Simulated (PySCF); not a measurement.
Ionisation energy of Mg by level of theory

Mg [Ne] 3s2 (1S) → Mg⁺ [Ne] 3s1 (2S), as a difference of total energies. All numbers are calculated (PySCF 2.14, scalar relativity by spin-free X2C-1e, in x2c-TZVPall). Correlated levels: valence: [Ne] frozen. The calculations carry no spin-orbit coupling.

```json
{"method": "UHF", "ionisation energy (eV)": "6.621", "error (eV)": "-1.025"}
{"method": "PBE", "ionisation energy (eV)": "7.644", "error (eV)": "-0.002"}
{"method": "PBE0", "ionisation energy (eV)": "7.570", "error (eV)": "-0.076"}
{"method": "MP2 (valence)", "ionisation energy (eV)": "7.211", "error (eV)": "-0.435"}
{"method": "SCS-MP2 (valence)", "ionisation energy (eV)": "7.329", "error (eV)": "-0.317"}
{"method": "CCSD (valence)", "ionisation energy (eV)": "7.510", "error (eV)": "-0.136"}
```

Reference: 7.646 eV (measured; NIST Atomic Spectra Database, ionization energies).

Errors of the correlated levels include the incompleteness of this basis and the frozen core.

With two correlated electrons CCSD is exact in that space.
